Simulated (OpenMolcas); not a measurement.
# N2H (dinitrogen monohydride), step by step

We compute a single-point energy (UHF/STO-3G), then a single-point energy (CASSCF(5,5)/STO-3G), then a single-point energy (CASPT2(5,5)/STO-3G), then the energy (SC-NEVPT2(5,5)/STO-3G), then the energy (MRCI(5,5)/STO-3G) of N2H (dinitrogen monohydride). 

The results are computed with OpenMolcas 26.06.

## 1. Starting point

N2H: 3 atoms, total charge 0, spin state doublet. As SMILES, `[N]=N`. The N2–H3 distance was set to 2.113 Å, away from the relaxed value. At this shape a bond of the SMILES string is far longer than usual.

Bond lengths: N1–N2 1.165 Å.

## 2. The energy at UHF/STO-3G (run 1)

Input file mol.xyz:

```xyz
3

N      0.883747    -1.648901     0.312159
N     -0.095443    -1.259891    -0.184121
H     -0.441870     0.824430    -0.156080
```

Input file step1.inp:

```
&gateway
baslib
$CurrDir
coord
mol.xyz
basis
STO-3G
group
NoSym
&seward
&scf
uhf
spin
2
scramble
0.25
prorbitals
1 1
```

The basis set STO-3G is read from a file made from the Basis Set Exchange's data (not shown).

On the command line:

```
$ export MOLCAS_MEM=1860
$ pymolcas step1.inp > step1.log
```

The program printed:

```text
--- Start Module: gateway ---
[...]
--- Stop Module: gateway /rc=_RC_ALL_IS_WELL_ ---
--- Start Module: seward ---
[...]
      Basis functions           11
--- Stop Module: seward /rc=_RC_ALL_IS_WELL_ ---
--- Start Module: scf ---
[...]
       Convergence after  22 Iterations
[...]
::    Total SCF energy                               -107.9651116147
[...]
      Total spin, S                                     0.6804645009
[...]
      Total electronic charge=   15.000000
      Total            charge=   -0.000000
[...]
      Dipole Moment (debye):
      Origin of the operator (angstrom)=    0.3651   -1.3752    0.0564
                   X=  7.1540E-03               Y=  2.0396E-02               Z=  6.0504E-03           Total=  2.2445E-02
      Quadrupole Moment (debye*angstrom):
[...]
--- Stop Module: scf /rc=_RC_ALL_IS_WELL_ ---
[...]
```

It took 1.9 s on 1 thread of Arm Neoverse V1, shared host; peak memory 0.37 GiB.

## 3. A single-point energy at CASSCF(5,5)/STO-3G (run 2)

mol.xyz is that of step 2.

Input file step2.input:

```
* HN2 CASSCF
&GATEWAY
BasLib=$CurrDir
Coord=mol.xyz
Basis=STO-3G
Group=NoSym
&SEWARD
&RASSCF
FileOrb=$CurrDir/step1.UnaOrb
Spin=2
Nactel=5 0 0
Inactive=5
Ras2=5
OrbListing=Nothing
```

The basis set STO-3G is read from a file made from the Basis Set Exchange's data (not shown).

On the command line:

```
$ export MOLCAS_MEM=1860
$ pymolcas step2.input > step2.log
```

The program printed:

```text
--- Start Module: gateway ---
[...]
--- Stop Module: gateway /rc=_RC_ALL_IS_WELL_ ---
--- Start Module: seward ---
[...]
      Basis functions           11
--- Stop Module: seward /rc=_RC_ALL_IS_WELL_ ---
--- Start Module: rasscf ---
[...]
      Number of active orbitals                  5
[...]
      Spin quantum number                      0.5
[...]
      Active orbitals                            5
[...]
      Number of CSFs                            75
[...]
      Number of root(s) required                 1
[...]
      Convergence after 11 iterations
[...]
      printout of CI-coefficients larger than  0.05 for root  1
      energy=    -108.077044
      conf/sym  11111     Coeff  Weight
             1  22u00  -0.95362 0.90939
            30  20u20  -0.16339 0.02670
            35  ududu  -0.07052 0.00497
            36  uduud  -0.12189 0.01486
            41  02u02  -0.16656 0.02774
            66  uuudd   0.07882 0.00621
[...]
      Natural orbitals and occupation numbers for root  1
      sym 1:   1.905461   1.906217   1.000014   0.093747   0.094561
      ************************************************************************************************************************
      *                                                    Final results                                                     *
[...]
::    RASSCF root number  1 Total energy:   -108.07704385
[...]
      Total electronic charge=   15.000000
      Total            charge=   -0.000000
[...]
      Dipole Moment (debye):
      Origin of the operator (angstrom)=    0.3651   -1.3752    0.0564
                   X=  7.6298E-03               Y= -2.7164E-02               Z=  1.3427E-03           Total=  2.8248E-02
      Quadrupole Moment (debye*angstrom):
[...]
--- Stop Module: rasscf /rc=_RC_ALL_IS_WELL_ ---
[...]
```

Wall time 1.8 s (1 thread of Arm Neoverse V1, shared host); peak memory 0.37 GiB.

## 4. A single-point energy at CASPT2(5,5)/STO-3G (run 3)

mol.xyz is that of step 3.

Input file step3.inp:

```
&GATEWAY
 BasLib=$CurrDir
 Coord=mol.xyz
 Basis=STO-3G
 Group=NoSym

&SEWARD

&RASSCF
 FileOrb=$CurrDir/step2.RasOrb
 Spin=2
 Nactel=5 0 0
 Inactive=5
 Ras2=5
 OrbListing=Nothing

&CASPT2
 Imaginary=0.1
 Frozen=2
```

The basis set STO-3G is read from a file made from the Basis Set Exchange's data (not shown).

On the command line:

```
$ export MOLCAS_MEM=1860
$ pymolcas step3.inp > step3.log
```

The program printed:

```text
--- Start Module: gateway ---

                                              &GATEWAY

                       available to each process: 1.9 GB of memory, 1 thread

 Basis Set     1 Label: N.STO-3G
 Basis set is read from library:.
 basistype.tbl is not found

 Basis Set     2 Label: H.STO-3G
 Basis set is read from library:.
 basistype.tbl is not found

++    Symmetry information:
      ---------------------

                    Character Table for C1

[... 197 lines left out ...]
      Note: transformation to natural orbitals
[... 13 lines left out ...]
      Natural orbitals and occupation numbers for root  1
[... 20 lines left out ...]
      Final state energy(ies):
[... 60 lines left out ...]
      Natural orbitals for root   1 are written to the RASORB.1 file
[... 71 lines left out ...]
 Compute H0 matrices for state    1
[... 4 lines left out ...]
********************************************************************************
  CASPT2 EQUATION SOLUTION
--------------------------------------------------------------------------------
 Invalid disk address                    -8
 I/O error in DaFile_checkarg
 Unit =                    45

--- Stop Module: caspt2 /rc=-6 ---

.########################.
.# Non-zero return code #.
.########################.

    Timing: Wall=1.50 User=1.13 System=0.36
```

It took 1.7 s on 1 thread of Arm Neoverse V1, shared host; peak memory 0.37 GiB.

The job broke off with an error.

## 5. A single-point energy at SC-NEVPT2(5,5)/STO-3G (run 4)

mol.xyz is that of step 4.

Input file step4.input:

```
&GATEWAY
 BASLIB=$CurrDir
 COORD=mol.xyz
 BASIS=STO-3G
 GROUP=NoSym

&SEWARD

&RASSCF
 FILEORB=$CurrDir/step2.RasOrb
 SPIN=2
 NACTEL=5 0 0
 INACTIVE=5
 RAS2=5
 ORBLISTING=Nothing

&CASPT2
 SC-NEVPT2
 FROZEN=2
```

The basis set STO-3G is read from a file made from the Basis Set Exchange's data (not shown).

On the command line:

```
$ export MOLCAS_MEM=1860
$ pymolcas step4.input > step4.log
```

The program printed:

```text
--- Start Module: gateway ---
[...]
      Basis functions           11
[...]
--- Start Module: rasscf ---
[...]
      Number of active orbitals                  5
[...]
      Spin quantum number                      0.5
[...]
      Active orbitals                            5
[...]
      Number of CSFs                            75
[...]
      Number of root(s) required                 1
[...]
      Convergence after  4 iterations
[...]
      printout of CI-coefficients larger than  0.05 for root  1
      energy=    -108.077044
      conf/sym  11111     Coeff  Weight
             1  22u00  -0.95362 0.90939
            30  20u20  -0.16339 0.02670
            35  ududu  -0.07052 0.00497
            36  uduud  -0.12189 0.01486
            41  02u02  -0.16656 0.02774
            66  uuudd   0.07882 0.00621
[...]
      Natural orbitals and occupation numbers for root  1
      sym 1:   1.905461   1.906218   1.000014   0.093747   0.094560
      ************************************************************************************************************************
      *                                                    Final results                                                     *
[...]
::    RASSCF root number  1 Total energy:   -108.07704385
[...]
      Total electronic charge=   15.000000
      Total            charge=   -0.000000
[...]
      Dipole Moment (debye):
      Origin of the operator (angstrom)=    0.3651   -1.3752    0.0564
                   X=  7.6214E-03               Y= -2.7182E-02               Z=  1.3363E-03           Total=  2.8262E-02
      Quadrupole Moment (debye*angstrom):
[...]
      E2 (Variational):          -0.0462308716
[...]
      E2 (Variational):          -0.0461000166
      Total energy:            -108.1231438689
[...]
      Reference weight:           0.98324
[...]
::    SC-NEVPT2 Root  1     Total energy:   -108.12314387
[...]
```

It took 1.8 s on 1 thread of Arm Neoverse V1, shared host; peak memory 0.37 GiB.

## 6. A single-point energy at MRCI(5,5)/STO-3G (run 5)

mol.xyz is that of step 5.

Input file step5.input:

```
&GATEWAY
 BasLib
 $CurrDir
 Coord
 mol.xyz
 Basis
 STO-3G
 Group
 NoSym

&SEWARD

&RASSCF
 FileOrb
 $CurrDir/step2.RasOrb
 Spin
 2
 Nactel
 5 0 0
 Inactive
 5
 Ras2
 5
 OrbListing
 Nothing

&MOTRA
 LumOrb
 Frozen
 2

&GUGA
 Electrons
 11
 Spin
 2
 Inactive
 3
 Active
 5
 CIAll
 1

&MRCI
 SDCI
```

The basis set STO-3G is read from a file made from the Basis Set Exchange's data (not shown).

On the command line:

```
$ export MOLCAS_MEM=1860
$ pymolcas step5.input > step5.log
```

The program printed:

```text
--- Start Module: gateway ---
[...]
      Basis functions           11
[...]
      Number of active orbitals                  5
[...]
      Spin quantum number                      0.5
[...]
      Active orbitals                            5
[...]
      Number of CSFs                            75
[...]
      Number of root(s) required                 1
[...]
      Convergence after  4 iterations
[...]
      printout of CI-coefficients larger than  0.05 for root  1
      energy=    -108.077044
      conf/sym  11111     Coeff  Weight
             1  22u00  -0.95362 0.90939
            30  20u20  -0.16339 0.02670
            35  ududu  -0.07052 0.00497
            36  uduud  -0.12189 0.01486
            41  02u02  -0.16656 0.02774
            66  uuudd   0.07882 0.00621
[...]
      Natural orbitals and occupation numbers for root  1
      sym 1:   1.905461   1.906218   1.000014   0.093747   0.094560
      ************************************************************************************************************************
      *                                                    Final results                                                     *
[...]
::    RASSCF root number  1 Total energy:   -108.07704385
[...]
      Dipole Moment (debye):
      Origin of the operator (angstrom)=    0.3651   -1.3752    0.0564
                   X=  7.6214E-03               Y= -2.7182E-02               Z=  1.3363E-03           Total=  2.8262E-02
      Quadrupole Moment (debye*angstrom):
[...]
       (But an ACPF correction will be computed)
       USE THE DEFAULT ACPF G-VALUE GFAC=  0.18181818181818182
[...]
                      CI ENERGY:  -108.13544239
[...]
                ACPF CORRECTION:    -0.00140357
[...]
     ACPF CORRECTION:     -0.00140357
[...]
  CI State   1     Total energy:   -108.13544239     QDav:     -0.00172469     QACPF:     -0.00140357
[...]
```

Run time: 3 s. Hardware: 1 thread of Arm Neoverse V1, shared host; peak memory 0.37 GiB.

## 7. Summary of results

| quantity | value |
| --- | --- |
| run 1, UHF/STO-3G: total energy | -107.96511 Eh |
| run 1, UHF/STO-3G: dipole moment | 0.02 D |
| run 1, UHF/STO-3G: HOMO energy (highest over α and β) | -11.80 eV |
| run 1, UHF/STO-3G: LUMO energy (lowest over α and β) | 7.08 eV |
| run 1, UHF/STO-3G: ⟨S²⟩ | 1.143 |
| run 2, CASSCF(5,5)/STO-3G: total energy | -108.07704 Eh |
| run 2, CASSCF(5,5)/STO-3G: dipole moment (CASSCF density) | 0.03 D |
| run 4, SC-NEVPT2(5,5)/STO-3G: total energy | -108.12314 Eh |
| run 4, SC-NEVPT2(5,5)/STO-3G: dipole moment (CASSCF density) | 0.03 D |
| run 5, MRCI(5,5)/STO-3G: total energy | -108.13544 Eh |
| run 5, MRCI(5,5)/STO-3G: dipole moment (CASSCF density) | 0.03 D |
| run 3, CASPT2(5,5)/STO-3G | no result (crashed) |

In words: ⟨S²⟩ (run 1, UHF/STO-3G) is 1.14 where a pure doublet has 0.75: the reference is spin-contaminated. 1 of the 5 runs did not end normally.
